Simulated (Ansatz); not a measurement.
# BSiH₄ (doublet): from Hartree-Fock to the top rungs at distance B1–H4 along a hydrogen transfer = 1.406 Å, cc-pVDZ

Aim: climb from Hartree-Fock through coupled cluster and multireference methods for BSiH₄ (doublet) at one geometry and basis, and see what each rung misses.

Program: Ansatz 0.2.0, Gaussian basis. Level of theory: cc-pVDZ, core rule «outside noble gas», up to 6 orbitals frozen. These are calculated values, not measurements.

To be run: UHF; CCSD(T) on ROHF; CCSD(T) on UHF; BCCD(T) on ROHF; CISD; CCSDT(Q) on ROHF; CCSDT(Q) on UHF; CASSCF and MRCISD+Q, 3 electrons in 3 orbitals; CASSCF and NEVPT2, 3 electrons in 3 orbitals; CASSCF and NEVPT2, 9 electrons in 9 orbitals.

5 further runs of the same task are left out: 4 that didn't finish, 1 set aside as unsound or not needed.

## (1) The system

The geometry derives from fragments relaxed apart (PBE0/def2-TZVP) and kept rigid, so it is no stationary point. A hydrogen atom is moved between rigid fragments.

6 atoms, charge 0, spin multiplicity 2.

Atoms are counted from 1 here; the program's logs count them from 0.

Bond lengths: B1–H2 1.193 Å, B1–H3 1.193 Å, B1–H4 1.406 Å, Si5–H6 1.532 Å. Angles: H2–B1–H3 120.0°, H2–B1–H4 120.0°, H3–B1–H4 120.0°.

## (2) UHF

Contents of in.yaml:

```yaml
crystal:
  periodic: [false, false, false]
  atoms:
    - {symbol: B, position_ang: [-2.302289, 0.034738, 0.000000]}
    - {symbol: H, position_ang: [-2.899022, 1.068310, 0.000000]}
    - {symbol: H, position_ang: [-2.899022, -0.998833, 0.000000]}
    - {symbol: H, position_ang: [-0.896289, 0.034738, 0.000000]}
    - {symbol: Si, position_ang: [1.073711, 0.034738, 0.000000]}
    - {symbol: H, position_ang: [1.470146, -1.444775, 0.000000]}
basis:
  gaussian: {orbitals: cc-pVDZ}
magnetization: {spin_polarized: true, initial_magnetization: 1}
hamiltonian: {xc: hf}
output: {orbitals: {seedname: orbitals}}
```

On the command line:

```bash
$ ansatz run in.yaml --threads 1 --pin off --events-out ev --progress --plain --max-ram 2393MiB
```

After this run come: CCSD(T) on ROHF; CCSD(T) on UHF; BCCD(T) on ROHF; CISD; CCSDT(Q) on ROHF; CCSDT(Q) on UHF; CASSCF and MRCISD+Q, 3 electrons in 3 orbitals; CASSCF and NEVPT2, 3 electrons in 3 orbitals; CASSCF and NEVPT2, 9 electrons in 9 orbitals.

Q: Predict the results of all the runs planned. Wanted: UCCSDT(Q) below the RHF energy; RMP2 from UCCSDT(Q); UMP2 from UCCSDT(Q); RCCSD from UCCSDT(Q); RCCSD(T) from UCCSDT(Q); UCCSD(T) from UCCSDT(Q); RCCSDT(Q) from UCCSDT(Q); MRCISD+Q pair from UCCSDT(Q); T1 diagnostic.

As calculated:

| quantity | value |
| --- | --- |
| UCCSDT(Q) below the RHF energy | -6.0737 eV |
| RMP2 from UCCSDT(Q) | +1444.4 meV |
| UMP2 from UCCSDT(Q) | +1465.1 meV |
| RCCSD from UCCSDT(Q) | +170.9 meV |
| RCCSD(T) from UCCSDT(Q) | +39.7 meV |
| UCCSD(T) from UCCSDT(Q) | +39.9 meV |
| RCCSDT(Q) from UCCSDT(Q) | +0.4 meV |
| MRCISD+Q pair from UCCSDT(Q) | +24.6 meV |
| levels within 1 kcal/mol (43 meV) | RCCSD(T), UCCSD(T), BCCD(T), RCCSDT, UCCSDT, RCCSDT(Q), MRCISD+Q pair |
| T1 diagnostic | 0.020 |

What this shows: RCCSD(T) misses by +39.7 meV, 0.7 % of the correlation energy. These misses are within one basis, not against nature; the frozen cores of restricted and unrestricted runs differ, which can shift their rows.
